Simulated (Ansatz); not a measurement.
Calcium, fcc: convergence with cold smearing

Computed with Ansatz, LDA, scalar-relativistic PAW, on the relaxed cell (a = 5.343 Å; spin not included). Errors count from a run at 420 eV on a Γ-centred 17×17×17 mesh with Fermi-Dirac smearing of 0.1 eV, extrapolated to zero width. Fixed here: cutoff 420 eV, mesh 10×10×10. The SCF starts from atomic densities corrected by a trained network.

| width (eV) | E(σ→0) error (meV/atom) | F error (meV/atom) | P (GPa) | SCF iterations |
| --- | --- | --- | --- | --- |
| 0.01 | 1.8 | 1.8 | -0.08 | 5 |
| 0.03 | 1.8 | 1.9 | -0.05 | 5 |
| 0.1 | 2.1 | 0.9 | -0.04 | 5 |
| 0.2 | -0.9 | -2.6 | -0.07 | 5 |
| 0.3 | -2.8 | -4.7 | -0.05 | 5 |
| 0.6 | -2.7 | -16.2 | 0.04 | 5 |
| 1.0 | -6.9 | -62.0 | 0.16 | 6 |
